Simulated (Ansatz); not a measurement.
## Strength of the C–H bond: C3H5F2 → C3H4F2 + H

Species: C3H5F2 `[CH2]CC(F)F`, doublet; C3H4F2 `C=CC(F)F`, singlet; H atom, doublet. 

Shapes, held fixed at every level: PBE0-D4/def2-TZVP. Flexible molecules stand in one conformer, not always the lowest. Programs: Ansatz 0.2.0. The zero-point and thermal change to 298 K, harmonic and unscaled (PBE0-D4/def2-TZVP), is -18.4 kJ/mol.

Estimate ΔH(298 K) of this reaction.

The highest level, CCSD(T)/CBS estimate, gives ΔH(298 K) = +153.0 kJ/mol; the levels span +137.5 to +183.2. A fragment pairs its electrons up again, so this isn't a typical strength of such a bond. The column of differences is taken from that level and isn't an error. No measured value is set beside it here. Open shells run unrestricted. The CBS estimate extrapolates MP2 from def2-TZVPP and def2-QZVPP and adds CCSD(T) − MP2 in the triple-zeta set, cores frozen.

```csv
level,kind,ΔH(298 K) (kJ/mol),less CCSD(T)/CBS estimate
MP2/def2-SVP,perturbation theory,+137.5,-15.5
PBE0-D4/def2-TZVPP,global hybrid,+164.0,+11.0
r2SCAN0-D4/def2-TZVPP,global hybrid,+183.2,+30.2
wB97M-V/def2-TZVPP,range-separated hybrid,+154.4,+1.4
B2PLYP/def2-TZVPP,double hybrid,+152.5,-0.5
CCSD(T)/def2-SVP,coupled cluster or CI,+148.1,-4.9
CCSD/def2-TZVPP,coupled cluster or CI,+160.3,+7.3
CCSD(T)/CBS estimate,coupled cluster or CI,+153.0,0.0
```
